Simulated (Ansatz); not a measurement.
**C₃H₃S+ (SMILES CC1=[C+]S1): functionals against CCSD(T) at one geometry**

The task here is to estimate one member of a computed series from the others.

Method: single points in def2-TZVPP; program: Ansatz 0.2.0, Gaussian basis.

Correlated methods freeze the cores.

### The starting structure

7 atoms, charge 1, spin multiplicity 1.

Atoms are counted from 1 here; the program's logs count them from 0.

Bond lengths: C1–C2 1.484 Å, C1–H5 1.185 Å, C1–H6 1.051 Å, C1–H7 1.113 Å, C2–C3 1.398 Å, C2–S4 1.737 Å, C3–S4 1.717 Å. Angles: C2–C1–H5 105.9°, C2–C1–H6 108.4°, C2–C1–H7 114.3°, H5–C1–H6 98.0°, H5–C1–H7 113.3°, H6–C1–H7 115.4°, C1–C2–C3 151.6°, C1–C2–S4 141.9°, C3–C2–S4 65.4°, C2–C3–S4 66.9°, C2–S4–C3 47.7°.

As a file:

| atom | x (Å) | y (Å) | z (Å) |
| --- | --- | --- | --- |
| C1 | -0.2627 | 0.7716 | -0.1068 |
| C2 | 0.2255 | -0.6157 | 0.0950 |
| C3 | 1.2041 | -1.5288 | 0.4988 |
| S4 | -0.0511 | -2.2506 | -0.4234 |
| H5 | -0.2759 | 1.2717 | 0.9678 |
| H6 | 0.5165 | 1.3409 | -0.5234 |
| H7 | -1.2394 | 0.8402 | -0.6352 |

The first run:

run/in.yaml

```yaml
crystal:
  periodic: [false, false, false]
  atoms:
    - {symbol: C, position_ang: [-0.262700, 0.771600, -0.106800]}
    - {symbol: C, position_ang: [0.225500, -0.615700, 0.095000]}
    - {symbol: C, position_ang: [1.204100, -1.528800, 0.498800]}
    - {symbol: S, position_ang: [-0.051100, -2.250600, -0.423400]}
    - {symbol: H, position_ang: [-0.275900, 1.271700, 0.967800]}
    - {symbol: H, position_ang: [0.516500, 1.340900, -0.523400]}
    - {symbol: H, position_ang: [-1.239400, 0.840200, -0.635200]}
basis:
  gaussian: {orbitals: def2-TZVPP}
total_charge: 1
correlation: {method: ccsd_t}
output: {forces: true}
```

The command line of these runs was not kept.

Steps of the session up to this table: CCSD(T)/def2-TZVPP; PBE0-D4/def2-TZVPP; wB97M-V/def2-TZVPP; r2SCAN-D4/def2-TZVPP; PBE-D4/def2-TZVPP; wB97X-V/def2-TZVPP; CAM-B3LYP-D4/def2-TZVPP.

One table of the session follows, with a row left open; its other results are not shown here.

| method | RMS force component (eV/Å) | angle to CCSD(T) forces (°) |
| --- | --- | --- |
| CCSD(T) | 1.232 | reference |
| PBE0-D4 | 1.224 | 14.5 |
| wB97M-V | 1.217 | 14.4 |
| r2SCAN-D4 | ? | ? |
| PBE-D4 | 1.214 | 14.9 |
| wB97X-V | 1.274 | 17.0 |
| CAM-B3LYP-D4 | 1.214 | 18.2 |

Q: Estimate the row for r2SCAN-D4 from the others.

**Answer.** RMS force component (eV/Å): 1.207; angle to CCSD(T) forces (°): 12.0. In the column «RMS force component (eV/Å)» it is the lowest.
